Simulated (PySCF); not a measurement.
C₅H₁₁S (charge -1).
Bonds: C1–C2, C2–C3, C3–S4, C3–C5, C5–C6. Hydrogens: H7, H8, H9 on C1; H10, H11 on C2; H12 on C3; H13, H14 on C5; H15, H16, H17 on C6.

The same species was optimised twice, with GFN2-xTB and with PBE0-D3(BJ)/def2-SVP (PySCF), and the same property calculations (PySCF, gas phase) were run on both structures.

```tsv
coordinate	GFN2-xTB	PBE0-D3(BJ)/def2-SVP	change
C3–S4 (Å)	1.815	1.819	+0.004
C3–C5 (Å)	1.532	1.536	+0.004
C2–C3 (Å)	1.532	1.534	+0.002
C5–C6 (Å)	1.522	1.520	-0.002
C1–C2 (Å)	1.527	1.527	0.000
C1–C2–C3 (°)	114.5	116.4	+1.9
C3–C5–C6 (°)	111.2	112.9	+1.7
C2–C3–S4 (°)	109.3	110.6	+1.3
S4–C3–C5 (°)	110.7	111.8	+1.1
C2–C3–C5 (°)	111.8	111.2	-0.6
C1–C2–C3–S4 (°)	-168	-172	-4
C2–C3–C5–C6 (°)	-176	-175	+1
```

Rotational constants: A = 3241, B = 2093, C = 1366 MHz (GFN2-xTB) against A = 3179, B = 2082, C = 1344 MHz (PBE0-D3(BJ)/def2-SVP). Point groups within 0.08 Å: C1 and C1.

On the GFN2-xTB structure: HOMO (eV) 0.39 [PBE0/pcSseg-1]; LUMO (eV) 5.16 [PBE0/pcSseg-1]; GIAO shielding of C1/C6 (mean) (ppm) 170.7 [PBE0/pcSseg-1]; GIAO shielding of C2/C5 (mean) (ppm) 145.7 [PBE0/pcSseg-1]; GIAO shielding of C3 (ppm) 133.2 [PBE0/pcSseg-1]; GIAO shielding of S4 (ppm) 553.9 [PBE0/pcSseg-1].

What do these properties become on the PBE0-D3(BJ)/def2-SVP structure?

```
                                    property          level  on GFN2-xTB  on PBE0-D3(BJ)/def2-SVP  change
                                   HOMO (eV)  PBE0/pcSseg-1         0.39                     0.32   -0.07
                                   LUMO (eV)  PBE0/pcSseg-1         5.16                     5.11   -0.05
energy, GFN2-xTB geometry as zero (kcal/mol)  PBE0/pcSseg-1          0.0                     -0.9    -0.9
        GIAO shielding of C1/C6 (mean) (ppm)  PBE0/pcSseg-1        170.7                    168.7    -2.0
        GIAO shielding of C2/C5 (mean) (ppm)  PBE0/pcSseg-1        145.7                    144.3    -1.4
                  GIAO shielding of C3 (ppm)  PBE0/pcSseg-1        133.2                    131.3    -1.9
                  GIAO shielding of S4 (ppm)  PBE0/pcSseg-1        553.9                    562.2    +8.3
```

The heavy atoms differ by 0.040 Å rms after alignment. Among bonds between heavy atoms C3–S4 and C3–C5 change most and about equally (+0.004 Å). Changes are differences of the printed values. Neither structure is proved a minimum here. Geometry: PBE0-D3(BJ)/def2-SVP, one conformer, isolated ion. The geometry's basis has no diffuse functions, a weakness for an anion.

Conformer computed: `[CH3:1][CH2:2][CH:3]([S-:4])[CH2:5][CH3:6]`: C1–C2–C3–S4 -172°, C2–C3–C5–C6 -175°.
